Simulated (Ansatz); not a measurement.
# AlH6OSi+ (SMILES [AlH2][OH+][SiH3]): single points off equilibrium

An exercise on one series of results from a longer session: the logs are not shown, and one member is left open.

Method: single points in def2-TZVPP; program: Ansatz 0.2.0, Gaussian basis.

Correlated methods freeze the cores.

## The system as given

SMILES `[AlH2][OH+][SiH3]`, 9 atoms, charge 1, spin multiplicity 1.

Atoms are counted from 1 here; the program's logs count them from 0.

Bond lengths: Al1–O2 1.947 Å, Al1–H4 1.577 Å, Al1–H5 1.556 Å, O2–Si3 1.796 Å, O2–H6 0.989 Å, Si3–H7 1.571 Å, Si3–H8 1.430 Å, Si3–H9 1.442 Å. Angles: O2–Al1–H4 99.8°, O2–Al1–H5 103.7°, H4–Al1–H5 156.5°, Al1–O2–Si3 128.5°, Al1–O2–H6 109.6°, Si3–O2–H6 120.6°, O2–Si3–H7 111.9°, O2–Si3–H8 110.1°, O2–Si3–H9 98.1°, H7–Si3–H8 110.6°, H7–Si3–H9 111.3°, H8–Si3–H9 114.3°.

Coordinates:

```csv
atom,x (Å),y (Å),z (Å)
Al1,-0.6327,-0.1020,-1.7468
O2,0.5272,-0.2511,-0.1902
Si3,0.1878,0.2315,1.5062
H4,-1.9526,0.4084,-1.0498
H5,0.2837,-0.5249,-2.9310
H6,1.2946,-0.8372,-0.4025
H7,1.0802,1.4425,1.9602
H8,0.3707,-0.8848,2.3803
H9,-1.1870,0.6300,1.3332
```

The first run:

Contents of run/in.yaml:

```yaml
crystal:
  periodic: [false, false, false]
  atoms:
    - {symbol: Al, position_ang: [-0.632741, -0.102043, -1.746794]}
    - {symbol: O, position_ang: [0.527204, -0.251092, -0.190181]}
    - {symbol: Si, position_ang: [0.187753, 0.231528, 1.506205]}
    - {symbol: H, position_ang: [-1.952589, 0.408415, -1.049831]}
    - {symbol: H, position_ang: [0.283683, -0.524876, -2.930955]}
    - {symbol: H, position_ang: [1.294593, -0.837201, -0.402455]}
    - {symbol: H, position_ang: [1.080178, 1.442482, 1.960150]}
    - {symbol: H, position_ang: [0.370730, -0.884829, 2.380282]}
    - {symbol: H, position_ang: [-1.187019, 0.629975, 1.333216]}
basis:
  gaussian: {orbitals: def2-TZVPP}
total_charge: 1
hamiltonian: {xc: pbe, dispersion: d4}
output: {forces: true}
```

The run is started by

```bash
> ansatz run in.yaml --threads 2 --pin off --events-out ev --progress --plain --max-ram 3481MiB
```

Steps of the session up to this table: PBE-D4/def2-TZVPP; r2SCAN-D4/def2-TZVPP; PBE0-D4/def2-TZVPP; wB97M-V/def2-TZVPP; CCSD(T)/def2-TZVPP.

One table of the session follows, with a row left open; its other results are not shown here.

```
   method  RMS force component (eV/Å)  angle to CCSD(T) forces (°)
   PBE-D4                       0.614                         13.7
r2SCAN-D4                           ?                            ?
  PBE0-D4                       0.664                          5.5
  wB97M-V                       0.660                          4.9
  CCSD(T)                       0.659                    reference
```

Estimate the missing values for r2SCAN-D4.

**Answer.** RMS force component (eV/Å): 0.649; angle to CCSD(T) forces (°): 4.0. In the column «RMS force component (eV/Å)» it lies between PBE-D4 (0.614) and CCSD(T) (0.659).
